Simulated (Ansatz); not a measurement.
# FH2OSi: the cost of one run

Method: single points in def2-TZVPPD; program: Ansatz 0.2.0, Gaussian basis.

Correlated methods freeze the cores.

### 1 Where the work starts

SMILES `[O-][SiH2]F`, 5 atoms, charge -1, spin multiplicity 1.

Atoms are counted from 1 here; the program's logs count them from 0.

Bond lengths: O1–Si2 1.427 Å, Si2–F3 1.710 Å, Si2–H4 1.425 Å, Si2–H5 1.436 Å. Angles: O1–Si2–F3 125.2°, O1–Si2–H4 115.1°, O1–Si2–H5 127.0°, F3–Si2–H4 97.0°, F3–Si2–H5 88.4°, H4–Si2–H5 96.8°.

Geometry (Å):

```
O    -1.3059    0.5965    0.8174
Si   -0.1671    0.1298    0.0943
F     1.3265   -0.3224    0.7941
H    -0.3742   -1.0638   -0.6566
H     0.5661    0.8409   -0.9150
```

### 2 CCSD(T)/def2-TZVPPD

The input, run/in.yaml:

```yaml
crystal:
  periodic: [false, false, false]
  atoms:
    - {symbol: O, position_ang: [-1.305900, 0.596500, 0.817400]}
    - {symbol: Si, position_ang: [-0.167100, 0.129800, 0.094300]}
    - {symbol: F, position_ang: [1.326500, -0.322400, 0.794100]}
    - {symbol: H, position_ang: [-0.374200, -1.063800, -0.656600]}
    - {symbol: H, position_ang: [0.566100, 0.840900, -0.915000]}
basis:
  gaussian: {orbitals: "def2-TZVPPD.json"}
total_charge: -1
correlation: {method: ccsd_t}
output: {forces: true}
```

The basis file named in the input lies beside it (Basis Set Exchange, JSON).

On the command line:

```sh
> ansatz run in.yaml --threads 4 --pin off --events-out ev --progress --plain --max-ram 5222MiB
```

What time and memory should one allow on 4 threads of Intel Xeon Platinum 8488C, shared host?

About 66 s, with a peak of 2.3 GiB.
